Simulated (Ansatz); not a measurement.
Reaction (SMILES): OO (H2O2) → [O]O (O-OH) + H atom
B3LYP-D3(BJ)/def2-TZVP geometries, fixed; electronic energies without zero-point terms.

Basis-set convergence of the bond dissociation energy at PBE with Ansatz (an electronic-structure program). Cartesian d functions, on some or all atoms, in 6-31G*, 6-31G**, 6-31+G*; all else is spherical. The program fits the integrals of some runs and decomposes those of others, by size. Open shells are unrestricted. No added dispersion term, no relativity. Functions are those of the species that has most. Reference: the value in aug-pcseg-3, 87.06 kcal/mol, itself unsure by roughly 0.04 kcal/mol (its mean distance from aug-cc-pVQZ, cc-pV5Z, def2-QZVPPD). Deviations are taken from unrounded values.

| basis | functions |
|---|---|
| STO-3G | 12 |
| 3-21G | 22 |
| 6-31G | 22 |
| 6-31G* | 34 |
| 6-31G** | 40 |
| 6-31+G* | 42 |
| 6-311G** | 48 |
| 6-311+G** | 56 |
| 6-311++G(2d,2p) | 74 |
| 6-311++G(3df,3pd) | 114 |

Which is the smallest Pople set listed that can be trusted to 0.5 kcal/mol here, that is, within that of the reference together with its larger relatives (same family, alike in diffuse functions; a set with none to test it counts only in the reference's own line)?

The smallest set listed that lies within 0.5 kcal/mol of the reference with all its larger relatives (same family, alike in diffuse functions; a set with none counts only in the reference's own line) is 6-311+G** (56 functions, -0.28 kcal/mol off). Value minus reference: STO-3G -2.41, 3-21G -4.49, 6-31G -4.96, 6-31G* -5.61, 6-31G** -2.35, 6-31+G* -3.27, 6-311G** -2.17, 6-311+G** -0.28, 6-311++G(2d,2p) 0.13, 6-311++G(3df,3pd) 0.14 kcal/mol.
